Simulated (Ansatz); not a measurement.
Relaxation of AlCl2H (4 atoms, charge 0, multiplicity 1), to a largest force component of 0.03 eV/Å in at most 50 steps.

Level of theory: Ansatz 0.2.0, RKS r2SCAN-D4/6-31G*.

```xyz
4
Properties=species:S:1:pos:R:3:forces:R:3
Al 0.124 0.000 0.250 1.84 0.00 0.07
H 0.455 0.000 1.761 -1.18 0.00 0.70
Cl 2.260 0.000 -0.141 -0.70 0.00 -0.80
Cl -1.472 0.000 -1.082 0.03 0.00 0.04
```

Q: Where does it end, and by what steps?

A: The forces met the threshold. After 4 steps the energy has fallen by 0.566 eV; H2 moved furthest, 0.39 Å.

```
step  energy less start (eV)  largest force component (eV/Å)  accepted
   0                  0.0000                           1.844       yes
   1                 -0.4009                           1.073       yes
   2                 -0.5368                           1.096       yes
   3                 -0.5650                           0.127       yes
   4                 -0.5664                           0.028       yes
```

```xyz
4
Properties=species:S:1:pos:R:3
Al 0.321 0.000 0.340
H 0.088 0.000 1.894
Cl 2.255 0.000 -0.459
Cl -1.297 0.000 -0.986
```

Whether the end is a true minimum wasn't checked by a vibrational analysis.

Time of the run: 15 s on 1 thread of Arm Neoverse V2, on a shared host, peak memory 0.12 GiB.
